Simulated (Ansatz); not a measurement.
# Property card for V2N3

The calculation used Ansatz, DFT r2SCAN, scalar-relativistic, plane waves, PAW.

Settings: cutoff 500 eV, Γ-centred mesh 12×12×6 on the computed 5-atom cell, Gaussian smearing of 0.10 eV; collinear spin from starting moments 0.42 0.42 0 0 0 μB.

The structure is relaxed at this level of theory with its symmetry kept. Whether it is the stable form of this composition wasn't checked.

Space group P-3m1 (No. 164). a = 2.806 Å, b = 2.806 Å, c = 6.218 Å, α = 90.00°, β = 90.00°, γ = 120.00°
```json
{"atom": "V", "site": "2d", "symmetry": "3m.", "x": "0.6667", "y": "0.3333", "z": "0.2991"}
{"atom": "N", "site": "1b", "symmetry": "-3m.", "x": "0.0000", "y": "0.0000", "z": "0.5000"}
{"atom": "N", "site": "2c", "symmetry": "3m.", "x": "0.0000", "y": "0.0000", "z": "0.1079"}
```

| Quantity | Value |
| --- | --- |
| Space group | P-3m1 (No. 164) |
| Volume per atom | 8.48 Å³ |
| Formation energy from the elements' standard states (uncorrected) | -0.914 eV/atom |
| Generalised Kohn–Sham band gap | none (metal) |
| Density of states at the Fermi level | 1.13 states/eV per cell |
| Löwdin character within 0.5 eV of the Fermi level | V 3d 87 %, N 2p 11 % |
| Bulk modulus | 300 GPa |
| Its pressure derivative | 2.0 |
| Bader charges (e) | V (2 in the cell) 1.65, N (1 in the cell) -1.61, N (2 in the cell) -0.85 |
| Total moment | 0.96 μB per cell |
| Site moments (μB; atoms counted from 1 over the whole cell) | V (atom 1) 0.38, V (atom 2) 0.38 |

The state reached may not be the lowest one.

Only this magnetic start was tried.